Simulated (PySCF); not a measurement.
Compound: propiolamide, C3H3NO.
Structure used (GFN2-xTB), in Å, numbered top down from 1:
```xyz
8
C3H3NO angstrom
C      2.023    0.143   -0.423
C      0.868    0.273   -0.128
C     -0.509    0.523    0.248
N     -1.294   -0.579    0.140
O     -0.911    1.601    0.619
H      3.033    0.014   -0.686
H     -2.269   -0.503    0.378
H     -0.932   -1.462   -0.172
```

A calculation gives these core lines: C 1s: 291.10 (area 1), 291.29 (area 1), 294.77 (area 1) eV; N 1s: 406.35 eV; O 1s: 537.29 eV.

Level of theory: delta-SCF UKS SCAN, pcX-2 on the ionised atom, pcseg-1 elsewhere, spin-free X2C (PySCF 2.14.0). Isolated species at its GFN2-xTB geometry, gas phase.

**Question.** Order the carbon atoms by C 1s binding energy.

**Answer.** 291.10 eV: C1 (terminal alkyne carbon); 291.29 eV: C2 (alkyne carbon); 294.77 eV: C3 (amide carbonyl carbon). Lowest listed C 1s: C1, bonded to C (triple bond) and H. Highest, 3.67 eV above it: C3, bonded to O (double bond), N and C.

Bonded neighbours of each site: C1: C (triple bond) and H; C2: C (triple bond) and C; C3: O (double bond), N and C; N4: C and 2 H; O5: C (double bond).

**Question.** What is the C 1s shift of C2 against C1?

**Answer.** 291.29 − 291.10 = +0.19 eV, or +18 kJ/mol.

The unrestricted hole states depart most from a pure doublet (⟨S²⟩ = 0.75; over 0.85 named) for C 1s of C2 (0.86), which makes this value less certain.
